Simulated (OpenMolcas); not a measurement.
# A workflow on CH4BN (SMILES B1CN1)

Aim: a series of 14 runs (HF/ANO-L-MB, CASSCF(4,4)/ANO-L-VDZP, CASPT2(4,4)/ANO-L-VDZP, MC-PDFT[ftBLYP](4,4)/ANO-L-VDZP, MRACPF(4,4)/ANO-L-VDZP, MC-PDFT[tBLYP](4,4)/ANO-L-VDZP, SC-NEVPT2(3,4)/ANO-L-VDZP, CASPT2[IPEA 0.15](4,4)/ANO-L-VDZP, and more) of CH4BN. 

The calculation is run with OpenMolcas 26.06.

1 further run of the same task is left out (it didn't finish).

### Step 1. The molecule

CH4BN: 7 atoms, total charge 0, spin state singlet. As SMILES, `B1CN1`. The shape is that of a GFN2-xTB optimisation.

Bond lengths: B1–C2 1.554 Å, B1–N3 1.344 Å, C2–N3 1.459 Å, B1–H4 1.150 Å, C2–H5 1.088 Å, C2–H6 1.088 Å, N3–H7 1.000 Å. Some angles: B1–C2–N3 52.9°, C2–B1–N3 60.0°, B1–N3–C2 67.2°, B1–C2–H5 123.0°, B1–C2–H6 123.0°, N3–C2–H5 115.9°, N3–C2–H6 115.9°, C2–B1–H4 156.0°, N3–B1–H4 144.1°, B1–N3–H7 160.4°.

### Step 2. A single-point energy at HF/ANO-L-MB (run 1)

Input file geom.xyz:

```xyz
7

B     -0.809240    -0.393500    -0.371710
C      0.139690     0.712950     0.165900
N      0.426620    -0.712960     0.048980
H     -1.783620    -0.820210    -0.809050
H      0.714220     1.368880    -0.485570
H      0.078850     1.104540     1.179190
H      1.233490    -1.259700     0.272260
```

Input file step1.input:

```
&GATEWAY
  Coord
  geom.xyz
  Basis
  ANO-L-MB
  Group
  NoSym

&SEWARD

&SCF
  PrOrbitals
  0
```

Launch:

```
export MOLCAS_MEM=1860
pymolcas step1.input > step1.log
```

Log:

```text
--- Start Module: gateway ---
[...]
--- Stop Module: gateway /rc=_RC_ALL_IS_WELL_ ---
--- Start Module: seward ---
[...]
      Basis functions           19
--- Stop Module: seward /rc=_RC_ALL_IS_WELL_ ---
--- Start Module: scf ---
[...]
       Convergence after  10 Iterations
[...]
::    Total SCF energy                               -119.0064257410
[...]
      Total spin, S                                     0.0000000000
[...]
      Total electronic charge=   22.000000
      Total            charge=   -0.000000
[...]
      Dipole Moment (debye):
      Origin of the operator (angstrom)=   -0.0247   -0.1307   -0.0306
                   X=  1.5032E+00               Y= -5.4030E-01               Z=  4.9044E-01           Total=  1.6710E+00
      Quadrupole Moment (debye*angstrom):
[...]
--- Stop Module: scf /rc=_RC_ALL_IS_WELL_ ---
[...]
```

It took 1.8 s on 1 thread of Arm Neoverse V2, shared host; peak memory 0.37 GiB.

### Step 3. The vertical excitations at CASSCF(4,4)/ANO-L-VDZP (3 states averaged) (run 2)

geom.xyz is that of step 2.

Input file step2.inp:

```
&gateway
coord=geom.xyz
basis=ANO-L-MB
group=NoSym
&seward
&rasscf
fileorb=$CurrDir/step1.ScfOrb
alter=3
1 8 10
1 12 17
1 13 18
spin=1
nactel=4 0 0
inactive=9
ras2=4
ciroot=3 3 1
orblisting=Nothing
>>> COPY $Project.RunFile RUNFIL1
>>> COPY $Project.RasOrb INPORB
&gateway
coord=geom.xyz
basis=ANO-L-VDZP
group=NoSym
&seward
>>> COPY $Project.RunFile RUNFIL2
&expbas
&rasscf
fileorb=$Project.ExpOrb
spin=1
nactel=4 0 0
inactive=9
ras2=4
ciroot=3 3 1
orblisting=Few
orbappear=Compact
```

Launch:

```
export MOLCAS_MEM=1860
pymolcas step2.inp > step2.log
```

Log, shortened:

```text
--- Start Module: gateway ---
[...]
      Basis functions           19
[...]
      Number of active orbitals                  4
[...]
      Spin quantum number                      0.0
[...]
      Active orbitals                            4
[...]
      Number of CSFs                            20
[...]
      Number of root(s) required                 3
[...]
      Convergence after 77 iterations
[...]
      printout of CI-coefficients larger than  0.05 for root  1
      energy=    -119.034869
      conf/sym  1111     Coeff  Weight
             1  2200  -0.92422 0.85418
             2  2ud0   0.35347 0.12494
             5  u20d  -0.06029 0.00363
             6  2020   0.05895 0.00347
            10  udud  -0.06360 0.00404
            14  0202   0.06473 0.00419
[...]
      Natural orbitals and occupation numbers for root  1
      sym 1:   1.978429   1.958889   0.040963   0.021718
      Natural orbitals and occupation numbers for root  2
      sym 1:   1.934735   1.480246   0.519595   0.065424
      Natural orbitals and occupation numbers for root  3
      sym 1:   0.999474   1.996924   1.001112   0.002490
      ************************************************************************************************************************
      *                                                    Final results                                                     *
[...]
::    RASSCF root number  1 Total energy:   -119.03486873
::    RASSCF root number  2 Total energy:   -118.73833588
::    RASSCF root number  3 Total energy:   -118.69644003
[...]
      Basis functions           62
[...]
--- Start Module: expbas ---
[...]
      Convergence after 58 iterations
[...]
      Natural orbitals and occupation numbers for root  1
      sym 1:   1.979333   1.992395   0.007913   0.020359
      Natural orbitals and occupation numbers for root  2
      sym 1:   1.000863   1.999575   0.999050   0.000513
      Natural orbitals and occupation numbers for root  3
      sym 1:   1.978198   1.369417   0.630620   0.021764
      ************************************************************************************************************************
      *                                                    Final results                                                     *
[...]
::    RASSCF root number  1 Total energy:   -119.32632047
::    RASSCF root number  2 Total energy:   -119.07086670
::    RASSCF root number  3 Total energy:   -119.04735793
[...]
```

Run time: 16 s. Hardware: 1 thread of Arm Neoverse V2, shared host; peak memory 0.4 GiB.

The roots found:

```tsv
excited state	energy (eV)
1	6.951
2	7.591
```

Runs 3 to 12 aren't shown in full; the table further down has their settings and results.

### Step 4. The vertical excitations at CASPT2[IPEA 0.15](4,4)/ANO-L-VDZP (ipea shift 0.15 Eh, pt2 variant MS, 3 states averaged, sigma1 shift 0.2) (run 13)

geom.xyz is that of step 3.

Input file step13.input:

```
&GATEWAY
Coord = geom.xyz
Basis = ANO-L-VDZP
Group = NoSym
&SEWARD
&RASSCF
FileOrb = $CurrDir/step2.RasOrb
Spin = 1
Nactel = 4 0 0
Inactive = 9
Ras2 = 4
CIRoot = 3 3 1
LevShft = 0.1
OrbListing = Few
OrbAppear = Compact
&CASPT2
Multistate = all
IPEA = 0.15
Sig1 = 0.2
```

Launch:

```
export MOLCAS_MEM=1860
pymolcas step13.input > step13.log
```

Log:

```text
--- Start Module: gateway ---
[...]
--- Stop Module: gateway /rc=_RC_ALL_IS_WELL_ ---
[...]
      Basis functions           62
[...]
--- Start Module: rasscf ---
[...]
      Number of active orbitals                  4
[...]
      Spin quantum number                      0.0
[...]
      Active orbitals                            4
[...]
      Number of CSFs                            20
[...]
      Number of root(s) required                 3
[...]
      Convergence after  4 iterations
[...]
      printout of CI-coefficients larger than  0.05 for root  1
      energy=    -119.326320
      conf/sym  1111     Coeff  Weight
             1  2200  -0.96858 0.93815
             2  2ud0   0.20785 0.04320
             5  u20d   0.08771 0.00769
            14  0202   0.09423 0.00888
[...]
      Natural orbitals and occupation numbers for root  1
      sym 1:   1.979333   1.992395   0.007912   0.020359
      Natural orbitals and occupation numbers for root  2
      sym 1:   1.000861   1.999575   0.999052   0.000513
      Natural orbitals and occupation numbers for root  3
      sym 1:   1.978198   1.369413   0.630624   0.021764
      ************************************************************************************************************************
      *                                                    Final results                                                     *
[...]
::    RASSCF root number  1 Total energy:   -119.32632009
::    RASSCF root number  2 Total energy:   -119.07086666
[...]
      Total electronic charge=   22.000000
      Total            charge=   -0.000000
[...]
      Dipole Moment (debye):
      Origin of the operator (angstrom)=   -0.0247   -0.1307   -0.0306
                   X=  5.0964E+00               Y= -2.5522E-01               Z=  1.9145E+00           Total=  5.4501E+00
      Quadrupole Moment (debye*angstrom):
[...]
--- Stop Module: rasscf /rc=_RC_ALL_IS_WELL_ ---
[...]
--- Start Module: caspt2 ---
[...]
::    CASPT2 Root  3     Total energy:   -119.45563012
[...]
::    MS-CASPT2 Root  1     Total energy:   -119.69864806
::    MS-CASPT2 Root  2     Total energy:   -119.45563070
::    MS-CASPT2 Root  3     Total energy:   -119.45335100
[...]
--- Stop Module: caspt2 /rc=_RC_ALL_IS_WELL_ ---
[...]
```

It took 7.5 s on 1 thread of Arm Neoverse V2, shared host; peak memory 0.4 GiB.

The roots found:

```tsv
excited state	energy (eV)
1	6.613
2	6.675
```

### Step 5. The vertical excitations at RASSCF(4,6)/ANO-L-VDZP (3 states averaged) (run 14)

geom.xyz is that of step 4.

Input file step14.inp:

```
* CH4BN RASSCF
&GATEWAY
Coord=geom.xyz
Basis=ANO-L-VDZP
Group=NoSym
&SEWARD
&RASSCF
FileOrb=$CurrDir/step2.RasOrb
Spin=1
Nactel=4 3 3
Inactive=9
Ras1=1
Ras2=3
Ras3=2
CIRoot=3 3 1
OrbListing=Few
OrbAppear=Compact
```

Launch:

```
export MOLCAS_MEM=1860
pymolcas step14.inp > step14.log
```

Log:

```text
--- Start Module: gateway ---
[...]
--- Stop Module: gateway /rc=_RC_ALL_IS_WELL_ ---
--- Start Module: seward ---
[...]
      Basis functions           62
--- Stop Module: seward /rc=_RC_ALL_IS_WELL_ ---
[...]
--- Start Module: rasscf ---
[...]
 ******************** WARNING *********************
 ###############################################################################
 ###    WARNING: Too many holes in Ras1.                                     ###
 ###############################################################################
 You allow too many holes in Ras1 NHOLE1=     3
[...]
      Number of active orbitals                  6
[...]
      Spin quantum number                      0.0
[...]
      Active orbitals                            6
[...]
      Number of CSFs                           104
[...]
      Number of root(s) required                 3
[...]
      Convergence after 30 iterations
[...]
      printout of CI-coefficients larger than  0.05 for root  1
      energy=    -119.345756
      conf/sym  111111     Coeff  Weight
             1  220000  -0.95779 0.91736
             2  2ud000   0.21911 0.04801
             8  2u00d0  -0.05288 0.00280
            10  u20d00   0.08496 0.00722
            14  20u0d0  -0.06870 0.00472
            33  200020   0.05858 0.00343
[...]
      Natural orbitals and occupation numbers for root  1
      sym 1:   1.974461   1.966494   0.032552   0.019552   0.000657   0.006284
      Natural orbitals and occupation numbers for root  2
      sym 1:   0.998414   1.982661   1.000934   0.000647   0.014671   0.002672
      Natural orbitals and occupation numbers for root  3
      sym 1:   1.962864   1.362857   0.632765   0.022640   0.003968   0.014906
      ************************************************************************************************************************
      *                                                    Final results                                                     *
[...]
::    RASSCF root number  1 Total energy:   -119.34575558
::    RASSCF root number  2 Total energy:   -119.08317200
::    RASSCF root number  3 Total energy:   -119.07175779
[...]
      Total electronic charge=   22.000000
      Total            charge=   -0.000000
[...]
      Dipole Moment (debye):
      Origin of the operator (angstrom)=   -0.0247   -0.1307   -0.0306
                   X=  5.1072E+00               Y= -4.9535E-01               Z=  1.8828E+00           Total=  5.4657E+00
      Quadrupole Moment (debye*angstrom):
[...]
--- Stop Module: rasscf /rc=_RC_ALL_IS_WELL_ ---
[...]
```

It took 9.6 s on 1 thread of Arm Neoverse V2, shared host; peak memory 0.4 GiB.

The roots found:

```tsv
excited state	energy (eV)
1	7.145
2	7.456
```

### Step 6. The series

```tsv
run	level	swaps	task	partner	energy (Eh)	dipole moment (D) of the reference	wall time
1	HF/ANO-L-MB	–	energy	base	-119.006426	1.67	1.8 s
2	CASSCF(4,4)/ANO-L-VDZP (3 states averaged)	3	excited	base	-119.326320	0.87	16 s
3	CASSCF(4,4)/ANO-L-VDZP (valence bond yes)	0	energy	base	-119.350042	1.13	8.7 s
4	CASPT2(4,4)/ANO-L-VDZP (ipea shift 0.25 Eh, pt2 variant RMS, 4 states averaged)	0	excited	base	-119.694869	0.87	11 s
5	CASSCF(4,4)/ANO-L-VDZP (3 states averaged)	0	excited	base	-119.326320	0.87	6.6 s
6	MC-PDFT[ftBLYP](4,4)/ANO-L-VDZP (3 states averaged)	0	excited	base	-120.076877	0.87	8.7 s
7	CASSCF(4,4)/ANO-L-VDZP	0	optimise	base	-119.352409	1.11	3.6 min
8	MRACPF(4,4)/ANO-L-VDZP	0	excited	base	-119.737924	1.11	2.2 min
9	MC-PDFT[tBLYP](4,4)/ANO-L-VDZP (3 states averaged)	0	excited	base	-120.023298	–	8.4 s
10	CASSCF(4,4)/ANO-L-VDZP (3 states averaged, root 1)	0	gradient	base	-119.326320	0.87	28 s
11	CASPT2(4,4)/ANO-L-VDZP (ipea shift 0.25 Eh, pt2 variant XDW, real shift 0.3 Eh, 3 states averaged)	0	excited	base	refused	–	6.3 s
12	SC-NEVPT2(3,4)/ANO-L-VDZP (pt2 variant QD-SC-NEVPT2, 3 states averaged)	0	excited	cation	-119.316670	–	7.8 s
13	CASPT2[IPEA 0.15](4,4)/ANO-L-VDZP (ipea shift 0.15 Eh, pt2 variant MS, 3 states averaged, sigma1 shift 0.2)	0	excited	base	-119.698648	0.87	7.5 s
14	RASSCF(4,6)/ANO-L-VDZP (3 states averaged)	0	excited	base	-119.345756	1.16	9.6 s
```

### Step 7. Outcome

| quantity | value |
| --- | --- |
| run 14, RASSCF(4,6)/ANO-L-VDZP: energy of the lowest of 3 roots | -119.34576 Eh |
| run 14, RASSCF(4,6)/ANO-L-VDZP: dipole moment (CASSCF density) | 1.16 D |
| run 14, RASSCF(4,6)/ANO-L-VDZP: lowest excitation energy within this active space | 7.15 eV |

What this shows: In run 1 the basis is minimal, so the values are rough. All runs together took 7.8 min, the longest 3.6 min. 1 of the 14 runs did not end normally.
